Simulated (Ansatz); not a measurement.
# H₃S₂O+ (SMILES [OH2+]SS): a rigid scan of the bond length S2–S3

Aim: the energy along the bond length S2–S3, from CCSD(T) and from cheaper methods, relative to the minimum. No other atom is relaxed.

Method: single points in def2-TZVPP; program: Ansatz 0.2.0, Gaussian basis.

Levels: PBE-D4, r2SCAN-D4, PBE0-D4, B3LYP-D4, wB97M-V, Hartree-Fock, MP2, CCSD, CCSD(T). The scan takes 1.728, 1.767, 1.823, 1.889, 1.962, 2.041, 2.124, 2.212, 2.304 Å.

Cores are frozen in the correlated methods. B3LYP uses VWN-RPA correlation.

44 further runs of the same task are left out: 44 set aside as unsound or not needed.

## (1) The system as given

The minimum, relaxed at PBE0-D4: SMILES `[OH2+]SS`, 6 atoms, charge 1, spin multiplicity 1.

Atoms are counted from 1 here; the program's logs count them from 0.

Bond lengths: O1–H4 0.972 Å, O1–H5 0.972 Å, S2–S3 1.920 Å, S3–H6 1.358 Å. Angles: H4–O1–H5 109.2°, S2–S3–H6 100.6°.

As a file:

```xyz
6
H3OS2
O    -0.9644    0.3664   -0.5719
S    -0.0063   -0.9303    0.5866
S     1.8500   -0.6338    0.1959
H    -1.4844   -0.0776   -1.2627
H    -1.5459    0.9585   -0.0660
H     2.1510    0.3168    1.1181
```

Energies of the minimum (eV), from earlier single points: PBE-D4 -23748.73865, r2SCAN-D4 -23757.38410, PBE0-D4 -23750.16135, B3LYP-D4 -23760.98997, wB97M-V -23757.88613, CCSD(T) -23730.52911.

At the minimum the bond length S2–S3 is 1.920 Å.

## (2) S2–S3 = 1.728 Å

ccsdt-tzvpp/in.yaml

```yaml
crystal:
  periodic: [false, false, false]
  atoms:
    - {symbol: O, position_ang: [-0.964405, 0.366397, -0.571898]}
    - {symbol: S, position_ang: [-0.006266, -0.930303, 0.586580]}
    - {symbol: S, position_ang: [1.664414, -0.663464, 0.234997]}
    - {symbol: H, position_ang: [-1.484412, -0.077617, -1.262723]}
    - {symbol: H, position_ang: [-1.545879, 0.958527, -0.065969]}
    - {symbol: H, position_ang: [1.965448, 0.287186, 1.157101]}
basis:
  gaussian: {orbitals: def2-TZVPP}
total_charge: 1
correlation: {method: ccsd_t}
```

No record of the launch command was kept for these runs.

After this run come: S2–S3 = 1.767 Å; S2–S3 = 1.823 Å; S2–S3 = 1.889 Å; S2–S3 = 1.962 Å; S2–S3 = 2.041 Å; S2–S3 = 2.124 Å; S2–S3 = 2.212 Å; S2–S3 = 2.304 Å.

What does the calculation give? Wanted: highest point, CCSD(T); lowest point, CCSD(T); minimum along the scan, CCSD(T); RMS deviation from CCSD(T); largest T1 diagnostic.

The runs gave:

| quantity | value |
| --- | --- |
| highest point, CCSD(T) | 0.912 eV at 2.304 Å |
| lowest point, CCSD(T) | 0.000 eV at 1.920 Å |
| minimum along the scan, CCSD(T) | 1.937 Å |
| curvature there | 24.8 eV/Å² |
| RMS deviation from CCSD(T) | PBE-D4 0.019, r2SCAN-D4 0.049, PBE0-D4 0.086, B3LYP-D4 0.014, wB97M-V 0.077, Hartree-Fock 0.061, MP2 0.124, CCSD 0.024 eV |
| largest T1 diagnostic | 0.028 |

**Reading.** A polynomial through the near points puts the CCSD(T) minimum 0.017 Å above the PBE0-D4 value. It is steeper on the short side than on the long one. Curvature against CCSD(T): PBE-D4 -4 %, Hartree-Fock +5 %. B3LYP-D4 follows the CCSD(T) curve best and MP2 worst. The T1 diagnostic is large here, over the usual mark for main-group molecules (transition-metal compounds often pass it harmlessly), so CCSD(T) itself may be off. The restricted Hartree–Fock reference is unstable towards an unrestricted one at one or more of these structures.
